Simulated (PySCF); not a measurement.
## Diatomic cations of F with the third period

CCSD(T) with double-zeta basis sets in PySCF, for the lowest determinant that a PBE0 search found; no spin–orbit coupling. De refers to high-spin ground-configuration atoms (the charge goes to the atom of lower measured ionisation energy or higher electron affinity, which is not always the lowest computed limit).

| M | basis | reference, frozen orbitals | charged atom | state (unpaired electrons) | Re (Å) | ωe (cm⁻¹) | De (eV) |
| --- | --- | --- | --- | --- | --- | --- | --- |
| Na | def2-SVP | UHF, 2 | Na+ | doublet (π ↑) | 2.470 | 150 | 0.24 |
| Mg | aug-pcseg-1 | RHF, 2 | Mg+ | singlet (closed shell) | 1.726 | 818 | 4.22 |
| Al | pcseg-1 | UHF, 6 | Al+ | doublet (σ ↑) | 1.636 | 914 | 2.68 |
| Si | 6-31G(d,p) | RHF, 6 | Si+ | singlet (closed shell) | 1.561 | 1044 | 6.41 |
| S | jorge-DZP-DKH | UHF, 6 | S+ | triplet (π ↑↑) | 1.567 | 929 | 2.56 |
| Cl | def2-SVPD | UHF, 6 | Cl+ | doublet (π ↑) | 1.586 | 857 | 2.13 |

The shortest bond is that of SiF⁺ (1.561 Å), the longest that of NaF⁺ (2.470 Å). SiF⁺ is bound most strongly (6.41 eV) and NaF⁺ least (0.24 eV).

The rows differ in basis set, which adds steps of its own.

The state changes along the series, so neighbouring rows are not always alike in their bonding.

Correlated steps freeze the inner cores (2 to 6 orbitals); shallow outer-core shells are correlated. Weak bonds: NaF⁺. Basis-set superposition, not corrected here, can be much of De in a small basis, most of all at correlated wavefunction levels. For an ion De counts to the pair picked by the measured ionisation energies or electron affinities, which need not be the lowest pair at this level. Where the molecule has an RHF reference, its open-shell atoms are computed with UHF. The CCSD T1 diagnostic is raised in SiF⁺, a sign that a single reference may not be enough there. States were picked by a PBE0 search and need not be the measured ground states.
